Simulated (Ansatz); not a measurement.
in.yaml

```yaml
crystal:
  periodic: [false, false, false]
  atoms:
    - {symbol: Al, position_ang: [0.000000, 0.000000, 0.000000]}
    - {symbol: O, position_ang: [0.000000, 0.000000, 1.620001]}
basis:
  gaussian: {orbitals: 6-31G}
total_charge: 1
correlation: {method: fic_nevpt4_sd, electrons: valence, active_space: {window: {electrons: 2, orbitals: 9}}}
accuracy: high
```

```sh
$ ansatz run in.yaml --threads 1 --pin off --events-out ev --progress --plain --max-ram 2393MiB
```

Output:

```
414 factors; integrals over basis functions are off by at most 2.8e-9 eV
mean field evaluation 1: about -8587.5945 eV, gradient 8.8e1 eV
mean field evaluation 2: about -8587.6107 eV, gradient 8.8e1 eV
mean field evaluation 4: about -8604.3677 eV, gradient 2.4e1 eV
mean field evaluation 8: about -8606.8037 eV, gradient 1.3e0 eV
mean field evaluation 16: about -8606.8173 eV, gradient 1.5e-8 eV
mean field evaluation 32: about -8603.7636 eV, gradient 4.6e0 eV
mean field evaluation 64: about -8606.3676 eV, gradient 1.2e1 eV
mean field -8606.81729617 eV, -316.2947017240 hartree, gradient 1.7e-8 eV, S^2 0.000000; 6 other end points of the search recorded, 0 dependent functions left out; unrestricted orbitals would lower it
reference -8606.81729617 eV, -316.2947017240 hartree; 10, 10 occupied and 12, 12 virtual orbitals, 414 factors
state -8609.03236394 eV, -316.3761039632 hartree
state -8609.03236394 eV, -316.3761039632 hartree; corrected -8612.18537591 eV, -316.4919750158 hartree
WARN: 4 active orbitals are nearly empty or full. The corrections depend on them more than the energy does, and are more stable in an active space without them
Total energy: -8612.18537591 eV, -316.4919750158 hartree
```

Natural occupations: 1.5705 0.4248 0.0023 0.0019 0.0003 0.0001 0.0000 0.0000 0.0000.

Ran on 1 thread of Arm Neoverse V1, shared host: 7.5 s wall, 0.39 GiB peak host memory.
